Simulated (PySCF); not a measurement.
PySCF input:

```python
from pyscf import gto, scf, dft

mol = gto.M(
    atom='''
    O    -0.04634422   -0.67304699    0.09092762
    C    -0.05291725    0.73251557   -0.05466044
    C     1.23300486   -1.23469327   -0.09432707
    C    -1.42383591    1.25019667    0.11613972
    H     0.63445594    1.19531475    0.67585883
    H     0.34897909    1.00381637   -1.05108243
    H     1.13647199   -2.31162275    0.03325639
    H     1.62175563   -1.02638518   -1.09994825
    H     1.95143697   -0.85026382    0.64168156
    H    -2.26251947    0.57073731    0.09343214
    H    -1.59733654    2.31466541    0.17646751
    ''',
    basis='def2-tzvpd',
    charge=0,
    spin=1,
    verbose=4,
)

mf = dft.UKS(mol, xc='tpssh').density_fit(auxbasis='def2-universal-jkfit')
mf.grids.level = 3
mf.conv_tol = 1e-9
mf.max_cycle = 100
mf.max_memory = 1500
mf.kernel()
if not mf.converged:
    mf = mf.newton()
    mf.kernel(mf.make_rdm1())
for _ in range(2):
    mo, _, stable, _ = mf.stability(return_status=True)
    if stable:
        break
    mf.kernel(mf.make_rdm1(mo, mf.mo_occ))
mf.analyze()
```

Problem. Predict the final energy.

Solution. -193.76075 Eh (TPSSh/def2-TZVPD).

It need not be the lowest isomer of its formula.
